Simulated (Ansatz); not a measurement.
Species: C2H8N (charge +1, singlet). It need not be the lowest isomer of its formula. 
Geometry from a B3LYP-D3(BJ)/def2-TZVP (Ansatz, an electronic-structure program) optimisation:
SMILES: CC[NH3+]
```xyz
11

C      1.2581    -0.3953    -0.0017
C      0.1199     0.6002    -0.0084
N     -1.2224    -0.1249     0.0082
H      2.2005     0.1516    -0.0138
H      1.2498    -1.0158     0.8961
H      1.2403    -1.0387    -0.8830
H      0.1116     1.2216    -0.9020
H      0.1211     1.2444     0.8690
H     -1.3087    -0.7136     0.8409
H     -1.3176    -0.7348    -0.8082
H     -2.0083     0.5301     0.0039
```
Charge +1, spin multiplicity 1.

Parts of the frozen-core correlation energy in cc-pVDZ (Ansatz, hartree). Frozen orbitals: 3; correlated occupied orbitals by spin: 10 and 10; virtual: 69 and 69. Spin-orbit coupling is left out. Non-relativistic.

```
term                            value
-------------------------  ----------
reference (HF)             -134.63261
MP2 opposite-spin            -0.36142
MP2 same-spin                -0.10351
CCSD correlation             -0.51102
(T)                          -0.01291
T1 diagnostic                   0.007
largest doubles amplitude       0.031
```
